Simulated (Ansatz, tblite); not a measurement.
# The cluster Si3Ge: spin-state energies by level, part 3 of 3

Aim: set other spin states of the cluster Si3Ge against its singlet, on many levels of theory.

Ansatz 0.2.0, Gaussian basis; as each input shows. The steps go on from the part before.

## (36) Quintet, PBE+5HF/def2-TZVP

File in.yaml:

```yaml
crystal:
  periodic: [false, false, false]
  atoms:
    - {symbol: Si, position_ang: [0.997638, 0.781799, -0.243693]}
    - {symbol: Si, position_ang: [-1.136260, 1.500352, 0.213773]}
    - {symbol: Si, position_ang: [-1.020307, -0.742564, -0.270997]}
    - {symbol: Ge, position_ang: [1.158940, -1.539588, 0.300907]}
basis:
  gaussian: {orbitals: def2-TZVP, initial_orbitals: start.molden}
magnetization: {spin_polarized: true, initial_magnetization: 4}
hamiltonian: {xc: {text: "exchange = 0.95*pbe_x + 0.05*exact_x\ncorrelation = pbe_c"}}
scf: {omitted_lower_state_checks: [starts]}
output: {orbitals: {seedname: orbitals}}
```

Launch:

```sh
$ ansatz run in.yaml --threads 4 --pin off --events-out ev --progress --plain --max-ram 3916MiB
```

What it wrote, cut to the lines that bear on the results:

```text
Functional definition: unnamed
[...]
1114 factors; their error is unknown
[...]
mean field -80127.81372896 eV, -2944.6428419564 hartree, gradient 1.2e-5 eV, S^2 6.011468; 0 other end points of the search recorded, 0 dependent functions left out
reference -80127.81376078 eV, -2944.6428431257 hartree; 39, 35 occupied and 120, 124 virtual orbitals, 1114 factors
Total energy: -80127.81376078 eV, -2944.6428431257 hartree
Checks for a lower state left out: starts
```

Run time: 8.5 s. Hardware: 4 threads of Arm Neoverse N1, shared host; peak memory 0.59 GiB.

From the report: HOMO -4.37 eV, LUMO -5.30 eV (over both spins; with the spin held, an empty level of the minority spin lies below the top filled one); ⟨S²⟩ 6.011 (pure: 6.00).

## (37) Quintet, PBE+10HF/def2-TZVP

in.yaml: that of step 36 with these lines changed.

```diff
@@ -10,3 +10,3 @@
 magnetization: {spin_polarized: true, initial_magnetization: 4}
-hamiltonian: {xc: {text: "exchange = 0.95*pbe_x + 0.05*exact_x\ncorrelation = pbe_c"}}
+hamiltonian: {xc: {text: "exchange = 0.90*pbe_x + 0.10*exact_x\ncorrelation = pbe_c"}}
 scf: {omitted_lower_state_checks: [starts]}
```

Same command.

What it wrote, cut to the lines that bear on the results:

```text
Functional definition: unnamed
[...]
1133 factors; their error is unknown
[...]
mean field -80128.42415409 eV, -2944.6652746662 hartree, gradient 1.2e-5 eV, S^2 6.013892; 0 other end points of the search recorded, 0 dependent functions left out
reference -80128.42418424 eV, -2944.6652757742 hartree; 39, 35 occupied and 120, 124 virtual orbitals, 1133 factors
Total energy: -80128.42418424 eV, -2944.6652757742 hartree
Checks for a lower state left out: starts
```

Run time: 8.5 s. Hardware: 4 threads of Arm Neoverse N1, shared host; peak memory 0.6 GiB.

Report: HOMO -4.53 eV, LUMO -5.14 eV (over both spins; with the spin held, an empty level of the minority spin lies below the top filled one); ⟨S²⟩ 6.014 (pure: 6.00).

## (38) Quintet, PBE+15HF/def2-TZVP

in.yaml: that of step 37 with these lines changed.

```diff
@@ -10,3 +10,3 @@
 magnetization: {spin_polarized: true, initial_magnetization: 4}
-hamiltonian: {xc: {text: "exchange = 0.90*pbe_x + 0.10*exact_x\ncorrelation = pbe_c"}}
+hamiltonian: {xc: {text: "exchange = 0.85*pbe_x + 0.15*exact_x\ncorrelation = pbe_c"}}
 scf: {omitted_lower_state_checks: [starts]}
```

Launched as before.

What it wrote, cut to the lines that bear on the results:

```text
Functional definition: unnamed
[...]
1142 factors; their error is unknown
[...]
mean field -80129.04415481 eV, -2944.6880592725 hartree, gradient 1.2e-5 eV, S^2 6.016582; 0 other end points of the search recorded, 0 dependent functions left out
reference -80129.04418330 eV, -2944.6880603192 hartree; 39, 35 occupied and 120, 124 virtual orbitals, 1142 factors
Total energy: -80129.04418330 eV, -2944.6880603192 hartree
Checks for a lower state left out: starts
```

Run time: 12 s. Hardware: 4 threads of Arm Neoverse N1, shared host; peak memory 0.6 GiB.

HOMO -4.68 eV, LUMO -4.98 eV (over both spins; with the spin held, an empty level of the minority spin lies below the top filled one); ⟨S²⟩ 6.017 (pure: 6.00).

## (39) Quintet, PBE+35HF/def2-TZVP

in.yaml: that of step 38 with these lines changed.

```diff
@@ -10,3 +10,3 @@
 magnetization: {spin_polarized: true, initial_magnetization: 4}
-hamiltonian: {xc: {text: "exchange = 0.85*pbe_x + 0.15*exact_x\ncorrelation = pbe_c"}}
+hamiltonian: {xc: {text: "exchange = 0.65*pbe_x + 0.35*exact_x\ncorrelation = pbe_c"}}
 scf: {omitted_lower_state_checks: [starts]}
```

Launched as before.

What it wrote, cut to the lines that bear on the results:

```text
Functional definition: unnamed
[...]
1235 factors; their error is unknown
[...]
mean field -80131.61830078 eV, -2944.7826573920 hartree, gradient 5.8e-6 eV, S^2 6.029799; 0 other end points of the search recorded, 0 dependent functions left out
reference -80131.61832258 eV, -2944.7826581932 hartree; 39, 35 occupied and 120, 124 virtual orbitals, 1235 factors
Total energy: -80131.61832258 eV, -2944.7826581932 hartree
Checks for a lower state left out: starts
```

Run time: 18 s. Hardware: 4 threads of Arm Neoverse N1, shared host; peak memory 0.88 GiB.

HOMO -5.31 eV, LUMO -4.33 eV (over both spins); ⟨S²⟩ 6.030 (pure: 6.00).

## (40) Quintet, PBE+50HF/def2-TZVP

in.yaml: that of step 39 with these lines changed.

```diff
@@ -10,3 +10,3 @@
 magnetization: {spin_polarized: true, initial_magnetization: 4}
-hamiltonian: {xc: {text: "exchange = 0.65*pbe_x + 0.35*exact_x\ncorrelation = pbe_c"}}
+hamiltonian: {xc: {text: "exchange = 0.50*pbe_x + 0.50*exact_x\ncorrelation = pbe_c"}}
 scf: {omitted_lower_state_checks: [starts]}
```

Same command.

What it wrote, cut to the lines that bear on the results:

```text
Functional definition: unnamed
[...]
1294 factors; their error is unknown
[...]
mean field -80133.64489308 eV, -2944.8571332852 hartree, gradient 1.4e-5 eV, S^2 6.042076; 0 other end points of the search recorded, 0 dependent functions left out
reference -80133.64490986 eV, -2944.8571339019 hartree; 39, 35 occupied and 120, 124 virtual orbitals, 1294 factors
Total energy: -80133.64490986 eV, -2944.8571339019 hartree
Checks for a lower state left out: starts
```

It took 20 s on 4 threads of Arm Neoverse N1, shared host; peak memory 0.9 GiB.

HOMO -5.80 eV, LUMO -3.85 eV (over both spins); ⟨S²⟩ 6.042 (pure: 6.00).

## (41) Quintet, HF/STO-3G

in.yaml: that of step 40 with these lines changed.

```diff
@@ -8,5 +8,5 @@
 basis:
-  gaussian: {orbitals: def2-TZVP, initial_orbitals: start.molden}
+  gaussian: {orbitals: STO-3G}
 magnetization: {spin_polarized: true, initial_magnetization: 4}
-hamiltonian: {xc: {text: "exchange = 0.50*pbe_x + 0.50*exact_x\ncorrelation = pbe_c"}}
+hamiltonian: {xc: hf}
 scf: {omitted_lower_state_checks: [starts]}
```

The command is unchanged.

What it wrote, cut to the lines that bear on the results:

```text
Functional definition: HF
  name "HF"
  cite "Fock, Z. Phys. 61, 126 (1930) doi:10.1007/BF01340294"
  parent pbe
[...]
466 factors; integrals over basis functions are off by at most 2.0e-5 eV
[...]
mean field -79139.38983335 eV, -2908.3189337704 hartree, gradient 1.6e-5 eV, S^2 6.333208; 0 other end points of the search recorded, 0 dependent functions left out
reference -79139.38983335 eV, -2908.3189337704 hartree; 39, 35 occupied and 6, 10 virtual orbitals, 466 factors
Total energy: -79139.38983335 eV, -2908.3189337704 hartree
Checks for a lower state left out: starts
```

Run time: 0.65 s. Hardware: 4 threads of Arm Neoverse N1, shared host.

Report: HOMO -2.81 eV, LUMO 3.88 eV (over both spins); ⟨S²⟩ 6.333 (pure: 6.00). Doubts: spin contamination.

## (42) Quintet, CCSD(T)/def2-TZVPP

in.yaml: that of step 41 with these lines changed.

```diff
@@ -8,6 +8,6 @@
 basis:
-  gaussian: {orbitals: STO-3G}
+  gaussian: {orbitals: def2-TZVPP, initial_orbitals: start.molden}
 magnetization: {spin_polarized: true, initial_magnetization: 4}
-hamiltonian: {xc: hf}
-scf: {omitted_lower_state_checks: [starts]}
+correlation: {method: ccsd_t}
+scf: {omitted_lower_state_checks: [starts, cluster_reference]}
 output: {orbitals: {seedname: orbitals}}
```

The command is unchanged.

What it wrote, cut to the lines that bear on the results:

```text
Functional definition: HF
  name "HF"
  cite "Fock, Z. Phys. 61, 126 (1930) doi:10.1007/BF01340294"
  parent pbe
[...]
1084 factors; integrals over basis functions are off by at most 8.5e-4 eV
[...]
mean field -80056.60879795 eV, -2942.0261090062 hartree, gradient 3.5e-6 eV, S^2 6.262991; 0 other end points of the search recorded, 0 dependent functions left out
[...]
second order -13.66817575 eV of doubles, -0.00000000 eV of singles
cycle   1  -13.58237153 eV  change    8.6e-2 eV  update   1.5e-1
[...]
cycle  23  -14.36125227 eV  change   -9.6e-6 eV  update   3.0e-5
perturbative correction -1.07680514 eV, -0.0395718588 hartree
WARN: the results are in doubt because among natural orbitals full CI differs from the method by -0.314 eV
Total energy: -80072.04685535 eV, -2942.5934471516 hartree
In doubt: among natural orbitals full CI differs from the method by -0.314 eV
Checks for a lower state left out: starts, cluster_reference
```

Run time: 75 s. Hardware: 4 threads of Arm Neoverse N1, shared host; peak memory 2 GiB.

From the report: Hartree-Fock HOMO -7.21 eV, LUMO -1.27 eV (over both spins); ⟨S²⟩ 6.263 (pure: 6.00); T1 0.085. Doubts: state flagged by the program, large T1 diagnostic, spin contamination.

## (43) Quintet, MP2/def2-TZVP

in.yaml: that of step 42 with these lines changed.

```diff
@@ -8,6 +8,6 @@
 basis:
-  gaussian: {orbitals: def2-TZVPP, initial_orbitals: start.molden}
+  gaussian: {orbitals: def2-TZVP, initial_orbitals: start.molden}
 magnetization: {spin_polarized: true, initial_magnetization: 4}
-correlation: {method: ccsd_t}
-scf: {omitted_lower_state_checks: [starts, cluster_reference]}
+correlation: {method: mp2}
+scf: {omitted_lower_state_checks: [starts]}
 output: {orbitals: {seedname: orbitals}}
```

The command is unchanged.

What it wrote, cut to the lines that bear on the results:

```text
Functional definition: HF
  name "HF"
  cite "Fock, Z. Phys. 61, 126 (1930) doi:10.1007/BF01340294"
  parent pbe
[...]
993 factors; integrals over basis functions are off by at most 9.5e-4 eV
[...]
mean field -80056.60268989 eV, -2942.0258845392 hartree, gradient 1.8e-6 eV, S^2 6.262391; 0 other end points of the search recorded, 0 dependent functions left out
24 core orbitals not correlated: weight in the atoms' cores, before any rotation towards them, 1.000 or more for the frozen orbitals, at most 0.000 for the correlated occupied ones
reference -80056.60268989 eV, -2942.0258845392 hartree; 15, 11 occupied and 120, 124 virtual orbitals, 993 factors
second order -13.54330662 eV of doubles, -0.00000000 eV of singles
Total energy: -80070.14599651 eV, -2942.5235918774 hartree
Checks for a lower state left out: starts
```

It took 11 s on 4 threads of Arm Neoverse N1, shared host.

Report: Hartree-Fock HOMO -7.20 eV, LUMO -1.27 eV (over both spins); ⟨S²⟩ 6.262 (pure: 6.00). Doubts: spin contamination.

## (44) Quintet, RPA/def2-TZVP

in.yaml: that of step 43 with these lines changed.

```diff
@@ -10,4 +10,4 @@
 magnetization: {spin_polarized: true, initial_magnetization: 4}
-correlation: {method: mp2}
+hamiltonian: {xc: pbe}
+correlation: {method: rpa}
 scf: {omitted_lower_state_checks: [starts]}
-output: {orbitals: {seedname: orbitals}}
```

Same command.

What it wrote, cut to the lines that bear on the results:

```text
Functional definition: PBE
  name "PBE"
  cite "Perdew, Burke & Ernzerhof, Phys. Rev. Lett. 77, 3865 (1996) doi:10.1103/PhysRevLett.77.3865"
  parent pbe
[...]
993 factors; integrals over basis functions are off by at most 9.5e-4 eV
[...]
mean field -80127.21318486 eV, -2944.6207723680 hartree, gradient 6.2e-6 eV, S^2 6.009325; 0 other end points of the search recorded, 0 dependent functions left out
24 core orbitals not correlated: weight in the atoms' cores, before any rotation towards them, 1.000 or more for the frozen orbitals, at most 0.000 for the correlated occupied ones
reference -80054.76737168 eV, -2941.9584378388 hartree; 15, 11 occupied and 120, 124 virtual orbitals, 993 factors
Total energy: -80078.33274270 eV, -2942.8244492508 hartree
Checks for a lower state left out: starts
```

Wall time 7.5 s (4 threads of Arm Neoverse N1, shared host).

From the report: ⟨S²⟩ 6.009 (pure: 6.00).

## (45) Quintet less singlet

The singlet's energies are those of its earlier runs, whose logs aren't repeated here.

| level | quintet less singlet (eV) | time |
| --- | --- | --- |
| GFN1-xTB | +1.592 | 0.014 s |
| GFN2-xTB | +2.161 | 0.029 s |
| HF/STO-3G† | +1.658 | 0.95 s |
| HF/def2-TZVP† | +2.063 |  |
| HF/def2-TZVPP† | +2.061 |  |
| LDA/def2-TZVP | +2.908 | 4 s |
| PBE-D4/def2-TZVP | +2.723 | 8.3 s |
| BLYP-D4/def2-TZVP | +2.892 | 7.9 s |
| r2SCAN-D4/def2-TZVP | +2.536 | 20 s |
| r2SCANh-D4/def2-TZVP | +2.533 | 25 s |
| B3LYP-D4/def2-TZVP | +2.905 | 15 s |
| PBE0-D4/def2-TZVP | +2.711 | 16 s |
| CAM-B3LYP-D4/def2-TZVP | +2.917 | 30 s |
| RPA/def2-TZVP | +2.909 | 12 s |
| MP2/def2-TZVP† | +3.697 | 15 s |
| MP2/def2-TZVPP† | +3.709 |  |
| CCSD/def2-TZVPP† | +3.123 |  |
| CCSD(T)/def2-TZVPP† | +3.258 | 1.9 min |

Times add the two runs; a level without a time comes out of a correlated run. † marks a level with a doubtful state (flagged, unstable, out of aufbau order, or strongly spin-contaminated); such levels are left out of the summary. Tight binding without a spin term can't rank spin states. CCSD(T)/def2-TZVPP is no safe reference here (large T1 diagnostic, spin contamination, state flagged by the program).

PBE with a growing share of exact exchange (def2-TZVP, no dispersion):

| share | quintet less singlet (eV) |
| --- | --- |
| 0 | +2.727 |
| 0.05 | +2.725 |
| 0.1 | +2.723 |
| 0.15 | +2.720 |
| 0.25 | +2.714 |
| 0.35 | +2.705 |
| 0.5 | +2.688 |

## (46) Broken-symmetry singlet at the fixed geometry, first pass, PBE0-D4/def2-SVP

File in.yaml:

```yaml
crystal:
  periodic: [false, false, false]
  atoms:
    - {symbol: Si, position_ang: [0.950027, 0.743682, 0.008668]}
    - {symbol: Si, position_ang: [-1.205105, 1.596335, -0.045637]}
    - {symbol: Si, position_ang: [-0.975164, -0.710625, -0.017463]}
    - {symbol: Ge, position_ang: [1.230252, -1.629393, 0.054422]}
basis:
  gaussian: {orbitals: def2-SVP}
magnetization: {spin_polarized: true, initial_magnetization: 0}
hamiltonian: {xc: pbe0, dispersion: d4}
output: {orbitals: {seedname: orbitals}}
```

Same command.

What it wrote, cut to the lines that bear on the results:

```text
Functional definition: PBE0
  name "PBE0"
  cite "Adamo & Barone, J. Chem. Phys. 110, 6158 (1999) doi:10.1063/1.478522"
  cite "Perdew, Burke & Ernzerhof, Phys. Rev. Lett. 77, 3865 (1996) doi:10.1103/PhysRevLett.77.3865"
  parent pbe
[...]
814 factors; integrals over basis functions are off by at most 1.2e-3 eV
[...]
mean field -80117.81851269 eV, -2944.2755245335 hartree, gradient 2.3e-6 eV, S^2 0.000000; 2 other end points of the search recorded, 0 dependent functions left out
reference -80117.81853510 eV, -2944.2755253570 hartree; 37, 37 occupied and 49, 49 virtual orbitals, 814 factors
Total energy: -80118.03749709 eV, -2944.2835720618 hartree
```

It took 4 s on 4 threads of Arm Neoverse N1, shared host.

From the report: HOMO -6.44 eV, LUMO -3.74 eV (over both spins); ⟨S²⟩ 0.000 (pure: 0.00).

## (47) Broken-symmetry singlet at the fixed geometry, PBE0-D4/def2-TZVP

in.yaml: that of step 46 with these lines changed.

```diff
@@ -8,3 +8,3 @@
 basis:
-  gaussian: {orbitals: def2-SVP}
+  gaussian: {orbitals: def2-TZVP, initial_orbitals: start.molden}
 magnetization: {spin_polarized: true, initial_magnetization: 0}
```

Launched as before.

What it wrote, cut to the lines that bear on the results:

```text
Functional definition: PBE0
  name "PBE0"
  cite "Adamo & Barone, J. Chem. Phys. 110, 6158 (1999) doi:10.1063/1.478522"
  cite "Perdew, Burke & Ernzerhof, Phys. Rev. Lett. 77, 3865 (1996) doi:10.1103/PhysRevLett.77.3865"
  parent pbe
[...]
1205 factors; their error is unknown
[...]
mean field -80133.02639135 eV, -2944.8344037661 hartree, gradient 2.0e-5 eV, S^2 0.000000; 4 other end points of the search recorded, 0 dependent functions left out
reference -80133.02641501 eV, -2944.8344046353 hartree; 37, 37 occupied and 122, 122 virtual orbitals, 1205 factors
Total energy: -80133.24537700 eV, -2944.8424513401 hartree
```

Wall time 15 s (4 threads of Arm Neoverse N1, shared host); peak memory 0.61 GiB.

HOMO -6.34 eV, LUMO -3.65 eV (over both spins); ⟨S²⟩ 0.000 (pure: 0.00).

## (48) Broken-symmetry singlet at the fixed geometry, PBE-D4/def2-TZVP

in.yaml: that of step 47 with these lines changed.

```diff
@@ -10,3 +10,4 @@
 magnetization: {spin_polarized: true, initial_magnetization: 0}
-hamiltonian: {xc: pbe0, dispersion: d4}
+hamiltonian: {xc: pbe, dispersion: d4}
+scf: {omitted_lower_state_checks: [starts]}
 output: {orbitals: {seedname: orbitals}}
```

Same command.

What it wrote, cut to the lines that bear on the results:

```text
Functional definition: PBE
  name "PBE"
  cite "Perdew, Burke & Ernzerhof, Phys. Rev. Lett. 77, 3865 (1996) doi:10.1103/PhysRevLett.77.3865"
  parent pbe
[...]
1114 factors; their error is unknown
[...]
mean field -80129.93992339 eV, -2944.7209781605 hartree, gradient 6.3e-6 eV, S^2 0.000000; 0 other end points of the search recorded, 0 dependent functions left out
reference -80129.93995488 eV, -2944.7209793178 hartree; 37, 37 occupied and 122, 122 virtual orbitals, 1114 factors
Total energy: -80130.19774522 eV, -2944.7304529379 hartree
Checks for a lower state left out: starts
```

Run time: 4.3 s. Hardware: 4 threads of Arm Neoverse N1, shared host.

From the report: HOMO -5.45 eV, LUMO -4.30 eV (over both spins); ⟨S²⟩ 0.000 (pure: 0.00).

## (49) Broken-symmetry singlet at the fixed geometry, r2SCAN-D4/def2-TZVP

in.yaml: that of step 48 with these lines changed.

```diff
@@ -10,3 +10,3 @@
 magnetization: {spin_polarized: true, initial_magnetization: 0}
-hamiltonian: {xc: pbe, dispersion: d4}
+hamiltonian: {xc: r2scan, dispersion: d4}
 scf: {omitted_lower_state_checks: [starts]}
```

The command is unchanged.

What it wrote, cut to the lines that bear on the results:

```text
Functional definition: r2SCAN
  name "r2SCAN"
  cite "Furness, Kaplan, Ning, Perdew & Sun, J. Phys. Chem. Lett. 11, 8208 (2020) doi:10.1021/acs.jpclett.0c02405"
  cite "Furness, Kaplan, Ning, Perdew & Sun, J. Phys. Chem. Lett. 11, 9248 (2020) doi:10.1021/acs.jpclett.0c03077"
  parent r2scan
[...]
1114 factors; their error is unknown
[...]
mean field -80147.53164583 eV, -2945.3674620362 hartree, gradient 1.7e-6 eV, S^2 0.000000; 0 other end points of the search recorded, 0 dependent functions left out
reference -80147.53165811 eV, -2945.3674624874 hartree; 37, 37 occupied and 122, 122 virtual orbitals, 1114 factors
Total energy: -80147.57892906 eV, -2945.3691996629 hartree
Checks for a lower state left out: starts
```

It took 27 s on 4 threads of Arm Neoverse N1, shared host.

From the report: HOMO -5.67 eV, LUMO -4.34 eV (over both spins); ⟨S²⟩ 0.000 (pure: 0.00).

## (50) Broken-symmetry singlet less singlet

The singlet's energies are those of its earlier runs, whose logs aren't repeated here.

| level | broken-symmetry singlet less singlet (eV) | time |
| --- | --- | --- |
| PBE-D4/def2-TZVP | 0.000 | 6.6 s |
| r2SCAN-D4/def2-TZVP | 0.000 | 33 s |
| PBE0-D4/def2-TZVP | 0.000 | 19 s |

Times add the two runs; a level without a time comes out of a correlated run.

## (51) Summary of results

This closing draws on all 3 parts.

| quantity | value |
| --- | --- |
| triplet less singlet, functionals in def2-TZVP | +0.610 (r2SCAN-D4) to +0.925 eV (CAM-B3LYP-D4) |
| slope of triplet less singlet | +0.009 eV for 10 % exact exchange |
| quintet less singlet, functionals in def2-TZVP | +2.533 (r2SCANh-D4) to +2.917 eV (CAM-B3LYP-D4) |
| slope of quintet less singlet | -0.008 eV for 10 % exact exchange |
| broken-symmetry singlet | falls back to the closed shell |

In words: All functionals put the triplet above the singlet, over a spread of 0.315 eV. The checks for a lower triplet were left out, so another state of that spin may lie lower. Each 10 % of exact exchange moves that splitting by +0.009 eV on average. All functionals put the quintet above the singlet, over a spread of 0.385 eV. The checks for a lower quintet were left out, so another state of that spin may lie lower. Each 10 % of exact exchange moves that splitting by -0.008 eV on average. Letting the spins differ gains next to nothing: the closed shell holds on the levels tried. These are electronic energies, without zero-point motion, entropy or surroundings.
